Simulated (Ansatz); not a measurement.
C3H6ClF, SMILES CC(Cl)CF: a rigid torsion scan, run with Ansatz's Python interface.

`torsion_c3h6clf.py`
```python
"""Rigid torsion scan of C3H6ClF."""

import ansatz as az
from ase import Atoms


def main() -> None:
    atoms = Atoms(["C", "C", "Cl", "C", "F", "H", "H", "H", "H", "H", "H"], positions=[
        [-0.9874, -0.5147, 0.6211],
        [0.3428, 0.1473, 0.4547],
        [1.5349, -0.9145, 1.1955],
        [0.7714, 0.3966, -1.0098],
        [-0.1837, 1.2687, -1.5567],
        [-1.2824, -0.6067, 1.6643],
        [-1.0739, -1.4366, 0.1062],
        [-1.7645, 0.2014, 0.1751],
        [0.3738, 1.12, 1.0367],
        [1.7009, 0.8153, -1.0907],
        [0.6335, -0.5338, -1.5758],
    ])

    # start the scan from a relaxed geometry
    first = az.Crystal.molecule_from_ase(atoms).calculation()
    first = first.basis(gaussian="cc-pVDZ").functional("cam_b3lyp")
    first = first.accuracy("medium")
    first = first.relax(force_tolerance=0.02, max_steps=80)
    atoms.positions = first.run().report["positions_ang"]

    start = atoms.get_dihedral(2, 1, 0, 5)
    energies = {}
    for turn in range(0, 121, 20):
        turned = atoms.copy()
        turned.set_dihedral(2, 1, 0, 5, start + turn, indices=[0, 5, 6, 7])
        calculation = (
            az.Crystal.molecule_from_ase(turned).calculation()
            .basis(gaussian="cc-pVDZ")
            .functional("cam_b3lyp")
            .accuracy("medium")
        )
        energies[round((start + turn) % 360)] = calculation.run().report["free_energy_ev"]
    floor = min(energies.values())
    print("dihedral Cl2-C1-C0-H5 (deg)   E - E(min) (eV)")
    for angle, e in sorted(energies.items()):
        print(f"{angle:8d} {(e - floor):14.3f}  " + "#" * int(30 * (e - floor) / max(max(energies.values()) - floor, 1e-9)))


if __name__ == "__main__":
    main()
```

Where along the turn do the lowest and the highest point lie, and how far apart are they?

The lowest point is at 63° and the highest at 123°, 0.181 eV (17.5 kJ/mol) above it, with the rest of the molecule held.

What the script printed:

```console
$ python torsion_c3h6clf.py
dihedral Cl2-C1-C0-H5 (deg)   E - E(min) (eV)
      63          0.000
      83          0.044  #######
     103          0.135  ######################
     123          0.181  ##############################
     143          0.135  ######################
     163          0.049  ########
     183          0.008  #
```

Caveats:
- The settings weren't tested for convergence.
- The scan is rigid and the energies are electronic, in a modest basis. With rigid groups the curve can differ much from the relaxed path, the start wasn't checked as a minimum of this torsion, and equivalent turns needn't return to the same energy.
- It ran for 69 s on 1 thread of Arm Neoverse V1, with other jobs on the host, peak memory 0.34 GiB.
